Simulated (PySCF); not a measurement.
Species: C3H2O.
Bonds: O1–C2 (double), C2–C3, C3–C4 (double), C2–C4. Hydrogens: H5 on C3; H6 on C4.

Method: PySCF, PBE0-D3(BJ)/def2-SVP geometry optimisation, gas phase.

(1) What internal coordinates does the optimisation give?

Answers

(1) 
```
        bond  length (Å)
       O1=C2       1.197
C2–C3, C2–C4       1.432
       C3–C4       1.346
C3–H5, C4–H6       1.093
```

Bonds in one row agree within 0.01 Å and their mean is given. A selection of angles:
```
   angle  degrees
O1–C2–C3    152.0
C3–C2–C4     56.0
C2–C3–C4     62.0
C2–C3–H5    154.0
C4–C3–H5    144.1
```

The 4 heavy atoms lie in one plane (0.000 Å rms). The C–C distances run from 1.346 Å (C3–C4, drawn aromatic) to 1.432 Å (C2–C4, drawn aromatic), a spread of 0.086 Å. The 3-membered ring C2–C3–C4 has internal angles of 56.0° to 62.0°.

Point group: C2v (every atom within 0.08 Å of its image). PBE0-D3(BJ)/def2-SVP frequencies: not computed here.
